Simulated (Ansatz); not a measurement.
```yaml
crystal:
  periodic: [false, false, false]
  atoms:
    - {symbol: O, position_ang: [0.123115, 0.120749, -0.034469]}
    - {symbol: Al, position_ang: [0.026747, 0.044874, 1.694974]}
basis:
  gaussian: {orbitals: 6-31G}
magnetization: {spin_polarized: true, initial_magnetization: 7}
hamiltonian: {xc: {name: B97M-V}}
output: {forces: true}
```

```sh
$ ansatz run in.yaml --threads 2 --pin off --events-out ev --progress --plain --max-ram 32768MiB --backend cpu
```

Output, abridged:

```
Functional definition: B97M-V
213 factors; integrals over basis functions are off by at most 1.5e-4 eV
mean field evaluation 1: about -8614.5547 eV, gradient 1.8e1 eV
mean field evaluation 2: about -8615.8075 eV, gradient 8.8e0 eV
mean field evaluation 4: about -8616.2249 eV, gradient 3.5e-1 eV
mean field evaluation 8: about -8616.2098 eV, gradient 1.4e-2 eV
mean field -8616.20977267 eV, -316.6398688688 hartree, gradient 4.5e-6 eV, S^2 15.752684; 0 other end points of the search recorded, 0 dependent functions left out
reference -8616.20991389 eV, -316.6398740585 hartree; 14, 7 occupied and 8, 15 virtual orbitals, 213 factors
Total energy: -8616.20991389 eV, -316.6398740585 hartree
Atom 0 at     0.123115     0.120749    -0.034469 Å, force     0.760782     0.598999   -13.653180 eV/Å
Atom 1 at     0.026747     0.044874     1.694974 Å, force    -0.760782    -0.598999    13.653180 eV/Å
Dipole moment:     0.089706     0.070630    -1.609891 e Å
```

In this input the spin is set far too high for this molecule. The calculation finished and met its thresholds. The result belongs to that input, not to the molecule as meant.
